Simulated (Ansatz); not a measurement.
# C₂H₃N (singlet): wave-function methods side by side, cc-pVTZ

Aim: climb from Hartree-Fock through coupled cluster and multireference methods for C₂H₃N (singlet) at one geometry and basis, and see what each rung misses.

The runs use Ansatz 0.2.0, Gaussian basis; cc-pVTZ, core rule «outside noble gas», up to 3 orbitals frozen.

To be run: UHF; CCSD(T) on RHF; BCCD(T) on RHF; CCSDT(Q) on RHF; CASSCF and NEVPT2, 8 electrons in 8 orbitals.

20 further runs of the same task are left out: 2 that didn't finish, 18 set aside as unsound or not needed.

**1. The geometry**

The geometry is an MP2(full)/6-31G* stationary point (not a proven minimum).

6 atoms, charge 0, spin multiplicity 1.

Atoms are counted from 1 here; the program's logs count them from 0.

Bond lengths: C1–C2 1.461 Å, C1–H4 1.092 Å, C1–H5 1.092 Å, C1–H6 1.092 Å, C2–N3 1.178 Å. Angles: C2–C1–H4 110.1°, C2–C1–H5 110.1°, C2–C1–H6 110.1°, H4–C1–H5 108.8°, H4–C1–H6 108.8°, H5–C1–H6 108.8°, C1–C2–N3 180.0°.

**2. UHF**

The input, in.yaml:

```yaml
crystal:
  periodic: [false, false, false]
  atoms:
    - {symbol: C, position_ang: [0.000000, 0.000000, -1.300197]}
    - {symbol: C, position_ang: [0.000000, 0.000000, 0.160607]}
    - {symbol: N, position_ang: [0.000000, 0.000000, 1.338939]}
    - {symbol: H, position_ang: [0.000000, 1.024986, -1.675637]}
    - {symbol: H, position_ang: [0.887664, -0.512493, -1.675637]}
    - {symbol: H, position_ang: [-0.887664, -0.512493, -1.675637]}
basis:
  gaussian: {orbitals: cc-pVTZ}
magnetization: {spin_polarized: true, initial_magnetization: 0}
hamiltonian: {xc: hf}
output: {orbitals: {seedname: orbitals}}
```

Launch:

```console
$ ansatz run in.yaml --threads 1 --pin off --events-out ev --progress --plain --max-ram 2880MiB --backend cpu
```

Further steps of the session: CCSD(T) on RHF; BCCD(T) on RHF; CCSDT(Q) on RHF; CASSCF and NEVPT2, 8 electrons in 8 orbitals.

Q: Predict the results of all the runs planned. Wanted: RCCSDT(Q) below the RHF energy; RMP2 from RCCSDT(Q); RCCSD from RCCSDT(Q); RCCSD(T) from RCCSDT(Q); NEVPT2 frontier from RCCSDT(Q); T1 diagnostic.

**Answer**, as computed:

| quantity | value |
| --- | --- |
| RCCSDT(Q) below the RHF energy | -15.2548 eV |
| RMP2 from RCCSDT(Q) | +25.42 kcal/mol |
| RCCSD from RCCSDT(Q) | +17.41 kcal/mol |
| RCCSD(T) from RCCSDT(Q) | +1.22 kcal/mol |
| NEVPT2 frontier from RCCSDT(Q) | +42.65 kcal/mol |
| levels within 1 kcal/mol (43 meV) | none |
| T1 diagnostic | 0.013 |

What this shows: RCCSD(T) lands +1.22 kcal/mol from the yardstick (0.3 % of the correlation energy). These misses are within one basis, not against nature.
